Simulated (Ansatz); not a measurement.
Input file:

```yaml
crystal:
  periodic: [false, false, false]
  atoms:
    - {symbol: C, position_ang: [-0.584438, 0.000000, 0.353146]}
    - {symbol: Be, position_ang: [0.745216, 0.000000, -0.579618]}
    - {symbol: H, position_ang: [0.301097, 0.000000, 0.974356]}
basis:
  gaussian: {orbitals: 6-31G}
magnetization: {spin_polarized: true, initial_magnetization: 1}
correlation: {method: ccsdtq, electrons: outside_noble_gas}
```

```sh
$ ansatz run in.yaml --threads 1 --pin off --events-out ev --progress --plain --max-ram 2393MiB
```

Log:

```
460 factors; integrals over basis functions are off by at most 1.7e-7 eV
mean field evaluation 1: about -1435.8913 eV, gradient 1.2e1 eV
mean field evaluation 2: about -1435.8920 eV, gradient 1.2e1 eV
mean field evaluation 4: about -1437.0987 eV, gradient 1.6e0 eV
mean field evaluation 8: about -1437.0578 eV, gradient 2.3e-1 eV
mean field evaluation 16: about -1439.0149 eV, gradient 2.3e-5 eV
mean field evaluation 32: about -1437.0597 eV, gradient 9.3e-3 eV
mean field evaluation 64: about -1433.3156 eV, gradient 1.5e1 eV
mean field evaluation 96: about -1437.3460 eV, gradient 2.8e0 eV
mean field evaluation 128: about -1437.7733 eV, gradient 1.4e-2 eV
mean field evaluation 160: about -1436.6120 eV, gradient 5.7e-2 eV
...
cycle  45  -2.56798138 eV  change   -2.2e-7 eV  update   2.7e-7
cycle   1  -2.56798165 eV  update   2.5e-7
cycle   2  -2.56798175 eV  change   -9.6e-8 eV  update   2.2e-7
cycle   3  -2.56798190 eV  change   -1.5e-7 eV  update   1.9e-7
cycle   4  -2.56798209 eV  change   -1.9e-7 eV  update   1.7e-7
cycle   5  -2.56798230 eV  change   -2.2e-7 eV  update   1.5e-7
cycle   6  -2.56798264 eV  change   -3.4e-7 eV  update   1.4e-7
cycle   7  -2.56798307 eV  change   -4.3e-7 eV  update   1.3e-7
cycle   8  -2.56798354 eV  change   -4.8e-7 eV  update   1.1e-7
cycle   9  -2.56798380 eV  change   -2.5e-7 eV  update   8.0e-8
Total energy: -1441.58289516 eV, -52.9771942572 hartree
```

For the same geometry and basis full CI lies 0.6 meV lower. The determinant has ⟨S²⟩ = 1.72, so this isn't a pure spin state. By full CI's occupations no single determinant describes the state well.

Ran on 1 thread of AMD EPYC 9B45, shared host: 24 s wall, 0.19 GiB peak host memory.
